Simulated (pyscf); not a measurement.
PySCF, gas phase, ωB97X-D3(BJ)/def2-SVP geometries.

Question: Estimate the classical barrier height and the reaction energy of O=SnH–OH + H₂O → O=Sn(OH)–OH + H₂ at r²SCAN/def2-TZVP. The step runs on the singlet surface, breaks H–Sn, H–O and forms O–Sn, H–H; take the separated reactants as zero.

Answer: ΔE‡ = 72.0 kJ/mol, ΔE = -12.8 kJ/mol. ωB97M-D3(BJ)/def2-TZVP gives 94.1 kJ/mol and -2.6 kJ/mol. Zero-point energy shifts the barrier by -3.4 kJ/mol. It is a four-centre exchange, with an imaginary mode of 1383i cm⁻¹. On the reactant side the descent ends in an adduct with a O–Sn contact, 68.6 kJ/mol under the separated species and 155.8 kJ/mol under the saddle at ωB97X-D3(BJ)/def2-TZVP. What is counted as formed (O–Sn) is already present as a longer contact in the reactant adduct; forming that adduct is a step of its own. At the saddle there is also a short H–Sn contact that neither side keeps. O=SnH–OH lies 275.0 kJ/mol over its isomer HO–Sn:–OH [singlet] (electronic energy, ωB97M-D3(BJ)/def2-TZVP). This is the saddle that the search found; another between the same sides may lie lower. Elements past Kr carry the def2 core potentials, without spin-orbit coupling.
